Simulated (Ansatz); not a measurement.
in.yaml

```yaml
crystal:
  periodic: [false, false, false]
  atoms:
    - {symbol: B, position_ang: [0.000000, -1.009164, 0.569007]}
    - {symbol: B, position_ang: [0.000000, 0.390881, 1.246852]}
    - {symbol: Si, position_ang: [0.000000, 0.194266, -0.774114]}
    - {symbol: H, position_ang: [0.000000, 1.218527, 2.093499]}
basis:
  gaussian: {orbitals: cc-pVDZ}
total_charge: 1
magnetization: {spin_polarized: true, initial_magnetization: 2}
hamiltonian: {xc: hf}
output: {orbitals: {seedname: orbitals}}
```

```sh
$ ansatz run in.yaml --threads 1 --pin off --events-out ev --progress --plain --max-ram 2393MiB
```

The program prints:

```
493 factors; integrals over basis functions are off by at most 8.3e-4 eV
mean field evaluation 1: about -9206.8495 eV, gradient 1.4e1 eV
mean field evaluation 2: about -9207.0428 eV, gradient 1.3e1 eV
mean field evaluation 4: about -9208.6965 eV, gradient 1.8e0 eV
mean field evaluation 8: about -9208.7714 eV, gradient 3.2e-1 eV
mean field evaluation 16: about -9208.7997 eV, gradient 2.2e-1 eV
mean field evaluation 32: about -9208.5555 eV, gradient 1.4e0 eV
mean field evaluation 64: about -9208.7785 eV, gradient 3.9e-1 eV
mean field evaluation 96: about -9208.0727 eV, gradient 8.5e-1 eV
mean field evaluation 128: about -9208.7399 eV, gradient 2.0e-1 eV
mean field evaluation 160: about -9198.4995 eV, gradient 1.1e1 eV
mean field evaluation 192: about -9206.1775 eV, gradient 1.7e0 eV
mean field -9208.83705983 eV, -338.4185199749 hartree, gradient 2.8e-5 eV, S^2 2.259993; 4 other end points of the search recorded, 0 dependent functions left out
reference -9208.83705983 eV, -338.4185199749 hartree; 13, 11 occupied and 38, 40 virtual orbitals, 493 factors
Total energy: -9208.83705983 eV, -338.4185199749 hartree
```

Ran on 1 thread of Arm Neoverse V1, shared host: 1.4 s wall, 0.07 GiB peak host memory.
